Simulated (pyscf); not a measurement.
Optimised with ωB97X-D3(BJ)/def2-SVP in PySCF.

PBE/def2-TZVP puts the barrier of F–B(Cl)–Cl (SMILES FB(Cl)Cl) + F–Ti(F)(F)–Cl (SMILES [F][Ti]([F])([F])[Cl]) → F–Ti(F)(F)–F (SMILES [F][Ti]([F])([F])[F]) + Cl–B(Cl)–Cl (SMILES ClB(Cl)Cl) (four-centre exchange; singlet surface; B–F, Cl–Ti broken, F–Ti, B–Cl formed) at 61.7 kJ/mol and the reaction energy at +30.5 kJ/mol, from the separated reactants. What do r²SCAN/def2-TZVP, M06-2X/def2-TZVP, ωB97M-D3(BJ)/def2-TZVP give on the same structures?

r²SCAN: ΔE‡ = 52.9 kJ/mol, ΔE = +37.5 kJ/mol; M06-2X: ΔE‡ = 54.7 kJ/mol, ΔE = +46.9 kJ/mol; ωB97M-D3(BJ): ΔE‡ = 51.6 kJ/mol, ΔE = +34.8 kJ/mol. PBE's barrier lies over all of them, by 7.0 to 10.1 kJ/mol. Its reaction energy lies under all of them, by 4.3 to 16.3 kJ/mol. On the product side the descent ends in a complex, 17.8 kJ/mol under the separated species and 20.3 kJ/mol under the saddle at ωB97X-D3(BJ)/def2-TZVP. At ωB97X-D3(BJ) the barrier from the zero used here is 41.5 kJ/mol. One saddle was located; it need not be the lowest between these sides.
